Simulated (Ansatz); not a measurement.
Frontier orbitals of C$_{3}$H$_{2}$OS, SMILES `C#CSC=O`.

| atom | x (Å) | y (Å) | z (Å) |
| --- | --- | --- | --- |
| C1 | -0.724 | -1.314 | -1.436 |
| C2 | -0.347 | -0.253 | -1.012 |
| S3 | 0.166 | 1.244 | -0.476 |
| C4 | 0.566 | 0.898 | 1.234 |
| O5 | 0.469 | -0.149 | 1.787 |
| H6 | -1.056 | -2.256 | -1.805 |
| H7 | 0.926 | 1.830 | 1.707 |

The species carries charge 0 and has multiplicity 1. All single points use the PBE0-D4/def2-TZVP geometry. It is one conformer, not always the lowest. Basis def2-TZVPP, Ansatz.

```json
{"functional": "PBE", "HOMO (eV)": "-6.34", "LUMO (eV)": "-2.41", "gap (eV)": "3.93"}
{"functional": "B97M-V", "HOMO (eV)": "-6.56", "LUMO (eV)": "-2.09", "gap (eV)": "4.47"}
{"functional": "PBE0", "HOMO (eV)": "-7.43", "LUMO (eV)": "-1.37", "gap (eV)": "6.06"}
{"functional": "B3LYP", "HOMO (eV)": "-7.21", "LUMO (eV)": "-1.60", "gap (eV)": "5.61"}
{"functional": "r2SCANh", "HOMO (eV)": "-6.96", "LUMO (eV)": "-1.85", "gap (eV)": "5.11"}
{"functional": "BHLYP", "HOMO (eV)": "-8.39", "LUMO (eV)": "-0.18", "gap (eV)": "8.21"}
{"functional": "ωB97M-V", "HOMO (eV)": "-9.48", "LUMO (eV)": "0.88", "gap (eV)": "10.36"}
```

Against PBE, PBE0 changes HOMO and LUMO by −1.09 and +1.04 eV, ωB97M-V by −3.14 and +3.29 eV. A gap of 3.93 eV thus becomes 10.37 eV for the same molecule, so an orbital gap means little without its functional. A positive LUMO is unbound and depends on the basis.

B3LYP here is the variant with VWN-RPA as its local correlation; programs differ in this.
